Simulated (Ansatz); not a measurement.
# CHMg+ (triplet): wave-function methods side by side, def2-TZVPP

One table from this session's results is given with a row withheld; the runs are named, their logs left out.

Method: def2-TZVPP, core rule «outside noble gas», up to 6 orbitals frozen; program: Ansatz 0.2.0, Gaussian basis.

To be run: UHF; ROHF; CCSD(T) on UHF.

2 further runs of the same task are left out: 2 set aside as unsound or not needed.

## What is computed

The geometry is a PBE0/def2-TZVP stationary point (not a proven minimum) of the parent state, kept for this charge and spin.

3 atoms, charge 1, spin multiplicity 3.

Atoms are counted from 1 here; the program's logs count them from 0.

Bond lengths: C1–Mg2 2.097 Å, Mg2–H3 1.697 Å. Angles: C1–Mg2–H3 180.0°.

The first run:

in.yaml reads:

```yaml
crystal:
  periodic: [false, false, false]
  atoms:
    - {symbol: C, position_ang: [0.000000, 0.000000, 1.963452]}
    - {symbol: Mg, position_ang: [0.000000, 0.000000, -0.133469]}
    - {symbol: H, position_ang: [0.000000, 0.000000, -1.829984]}
basis:
  gaussian: {orbitals: def2-TZVPP}
total_charge: 1
magnetization: {spin_polarized: true, initial_magnetization: 2}
hamiltonian: {xc: hf}
output: {orbitals: {seedname: orbitals}}
```

Command:

```sh
> ansatz run in.yaml --threads 1 --pin off --events-out ev --progress --plain --max-ram 4096MiB --backend cpu
```

Steps of the session up to this table: UHF; ROHF; CCSD(T) on UHF.

One of the session's tables, all rows but one given; the rest of the session is left out.

| method | from UCCSD(T) (meV) |
| --- | --- |
| ROHF | +3514.6 |
| UHF | +3398.5 |
| UMP2 | +864.7 |
| UCCSD | ? |
| UCCSD(T) | 0 |

Q: Estimate the row for UCCSD from the others.

**Answer.** from UCCSD(T) (meV): +66.6. In the column «from UCCSD(T) (meV)» it lies between UCCSD(T) (0) and UMP2 (+864.7).
